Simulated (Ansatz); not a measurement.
## Scan of [SiH3···H···H], doublet

Starting geometry:

```
atom    x (Å)    y (Å)    z (Å)
  Si  -0.0770   0.0000   0.0000
   H  -0.5719   1.3997   0.0000
   H  -0.5719  -0.6999   1.2122
   H  -0.5719  -0.6999  -1.2122
   H   1.4076   0.0000   0.0000
   H   2.4530   0.0000   0.0000
```

From there H5 is moved from one fragment to the other while all else, the fragments' distance too, stays fixed; atoms are numbered as listed. Energies are in kcal/mol, counted from the starting geometry at the same level.

Basis 6-31G; Ansatz 0.2.0. Correlated methods freeze the noble-gas cores. Prefix R: restricted or restricted open-shell reference.

Full CI is exact within this basis and frozen core; it isn't the basis-set limit.

```
distance Si1-H5 (Å)  RMP2
              1.381   4.3
              1.485   0.0
              1.528  -1.2
              1.570  -2.3
              1.613  -3.6
              1.656  -5.0
              1.699  -6.3
              1.742  -7.4
              1.785  -8.0
```

Estimate the full CI curve in 6-31G from this one, knowing how RMP2 errs.

The computed full CI values, in kcal/mol from the starting point, and the error of RMP2 against them:
| distance Si1-H5 (Å) | full CI | RMP2 less full CI |
| --- | --- | --- |
| 1.381 | 5.3 | -1.0 |
| 1.485 | 0.0 | 0.0 |
| 1.528 | -1.5 | 0.4 |
| 1.570 | -2.9 | 0.6 |
| 1.613 | -4.4 | 0.7 |
| 1.656 | -5.8 | 0.8 |
| 1.699 | -7.2 | 0.9 |
| 1.742 | -8.3 | 0.8 |
| 1.785 | -8.7 | 0.7 |

The error spans 1.9 kcal/mol and is largest, -1.0 kcal/mol, at 1.381 Å.
